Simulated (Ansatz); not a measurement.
**C3H5NO: up Jacob's ladder to CCSD(T)**

Aim: compute C3H5NO with functionals from several rungs and with coupled cluster. The yardstick is the atomisation energy at the CCSD(T) limit.

Computed with Ansatz 0.2.0, Gaussian basis. Level: functionals in def2-TZVPP, the program's frozen cores in correlated methods.

The runs, in order: LDA (SPW92), PBE-D4, revPBE-D4, BLYP-D4, r2SCAN-D4, B97M-V, PBE0-D4, B3LYP-D4, r2SCANh-D4, r2SCAN0-D4, HSE06-D4, BHLYP-D4, CAM-B3LYP-D4, LC-ωPBE, ωB97X-V, ωB97M-V, B2PLYP, PBE-QIDH; CCSD(T)/def2-SVP; CCSD(T)/def2-TZVPP; MP2/def2-QZVPP; extrapolation to the limit; RPA on PBE.

## Step 1: The relaxed structure

An earlier PBE0-D4 in a triple-zeta def2 set relaxation fixed the geometry.

SMILES `OC1=CNC1`, 10 atoms, charge 0, spin multiplicity 1.

Atoms are counted from 1 here; the program's logs count them from 0.

Bond lengths: O1–C2 1.347 Å, O1–H6 0.961 Å, C2–C3 1.335 Å, C2–C5 1.505 Å, C3–N4 1.443 Å, C3–H7 1.081 Å, N4–C5 1.493 Å, N4–H8 1.017 Å, C5–H9 1.093 Å, C5–H10 1.094 Å. Angles: C2–O1–H6 109.2°, O1–C2–C3 134.2°, O1–C2–C5 133.5°, C3–C2–C5 90.9°, C2–C3–N4 95.2°, C2–C3–H7 137.6°, N4–C3–H7 126.8°, C3–N4–C5 87.4°, C3–N4–H8 113.3°, C5–N4–H8 112.0°, C2–C5–N4 86.4°, C2–C5–H9 115.8°, C2–C5–H10 116.9°, N4–C5–H9 112.2°, N4–C5–H10 113.9°, H9–C5–H10 109.9°.

## Step 2: LDA

This LDA is Slater exchange with PW92 correlation.

File in.yaml:

```yaml
crystal:
  periodic: [false, false, false]
  atoms:
    - {symbol: O, position_ang: [-0.914169, 1.218270, -1.354562]}
    - {symbol: C, position_ang: [-0.243807, 0.341779, -0.581565]}
    - {symbol: C, position_ang: [0.292038, -0.863631, -0.789823]}
    - {symbol: N, position_ang: [0.439545, -1.183971, 0.609060]}
    - {symbol: C, position_ang: [-0.090680, 0.180023, 0.907220]}
    - {symbol: H, position_ang: [-0.890253, 2.085866, -0.943123]}
    - {symbol: H, position_ang: [0.472382, -1.522915, -1.627459]}
    - {symbol: H, position_ang: [1.408849, -1.288350, 0.898263]}
    - {symbol: H, position_ang: [-1.020583, 0.145131, 1.480574]}
    - {symbol: H, position_ang: [0.629778, 0.836598, 1.404312]}
basis:
  gaussian: {orbitals: def2-TZVPP}
hamiltonian: {xc: lda}
output: {orbitals: {seedname: orbitals}}
```

Command:

```console
> ansatz run in.yaml --threads 2 --pin off --events-out ev --progress --plain --max-ram 4352MiB
```

The runs that follow: PBE-D4 (GGA); revPBE-D4 (GGA); BLYP-D4 (GGA); r2SCAN-D4 (meta-GGA); B97M-V (meta-GGA); B3LYP-D4 (hybrid); r2SCANh-D4 (hybrid); r2SCAN0-D4 (hybrid); HSE06-D4 (hybrid); BHLYP-D4 (hybrid); CAM-B3LYP-D4 (range-separated); LC-ωPBE (range-separated); ωB97X-V (range-separated); ωB97M-V (range-separated); B2PLYP (double hybrid); PBE-QIDH (double hybrid); CCSD(T) in def2-SVP; CCSD(T) in def2-TZVPP; MP2 in def2-QZVPP; RPA on PBE orbitals.

Before running them: what should the planned runs give, taken together? Wanted: atomisation energy, CCSD(T)/CBS; farthest beyond LDA; mean size of error, GGA; mean size of error, meta-GGA; mean size of error, hybrid; mean size of error, range-separated; mean size of error, double hybrid; gap, smallest and largest; T1 diagnostic.

**Answer**, as computed:

```
                               quantity                                           value
        atomisation energy, CCSD(T)/CBS                                   4048.9 kJ/mol
 functionals within 20.2 kJ/mol (0.5 %)  r2SCAN-D4, B97M-V, B3LYP-D4, ωB97X-V, PBE-QIDH
                    farthest beyond LDA                          PBE-D4 (+180.1 kJ/mol)
                mean size of error, GGA                                     89.5 kJ/mol
           mean size of error, meta-GGA                                     11.9 kJ/mol
             mean size of error, hybrid                                     65.6 kJ/mol
    mean size of error, range-separated                                     24.4 kJ/mol
      mean size of error, double hybrid                                     21.0 kJ/mol
              gap, smallest and largest           4.24 eV (BLYP-D4), 11.35 eV (LC-ωPBE)
                          T1 diagnostic                                          0.0120
triples share of the correlation energy                                           4.3 %
```

What this shows: The LDA atomisation energy is off by 747.2 kJ/mol (18 %): it overbinds. PBE-D4 is off by +180.1 kJ/mol. Double hybrids carry the basis error of their MP2 part in triple zeta, and no dispersion term here, so their miss is partly the set-up's. Taken by rung, meta-GGA functionals do best (11.9 kJ/mol on average) and GGA ones worst beyond LDA (89.5 kJ/mol). The gap between the best rungs is small, so their order is not settled. Misses under about 20.2 kJ/mol are within the doubt on the reference itself, which lacks core-valence correlation, relativity and higher excitations. Hartree-Fock recovers 68 % of the binding; the rest is correlation. CCSD(T) in def2-SVP is off by -218.9 kJ/mol, more than most functionals: a good method in a small basis is no reference. The gap grows from 4.2 to 11.3 eV across the functionals, mostly with the share of exact exchange.
